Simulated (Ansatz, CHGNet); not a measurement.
Elastic constant C44 (GPa) of solids drawn from the class of elemental solids other than molecular ones, at two levels: the machine-learned potential CHGNet 0.3.0 (trained on PBE and PBE+U data), and PBE (PAW; Ansatz, a first-principles code).

```csv
solid,CHGNet 0.3.0,PBE,shift (%)
diamond-structure Si,41.7,74.2,+78
hcp Tl,3.31,7.22,+118
bcc Li,10.7,11.6,+8.4
hcp Zr,8.01,26.6,+232
diamond,332,558,+68
fcc Pt,46.4,61.7,+33
hcp Hf,10.0,53.8,+438
fcc Pb,3.44,16.6,+383
fcc Rh,84.2,185,+120
hcp Zn,14.1,32.1,+128
```

The shifts run from +8.4 % to +438 %, with a median of +119 %.

Over all 10 rows PBE is the larger in 10.

Ansatz's runs of these crystals have no spin polarisation.

Spin–orbit coupling is left out, also for the solids with elements from indium on (hcp Tl, fcc Pt, hcp Hf, fcc Pb); its size isn't shown.

Each level is taken at its own relaxed cell. Ansatz's density-functional and Hartree–Fock values are scalar-relativistic unless marked +SOC, with PAW data made under PBE.
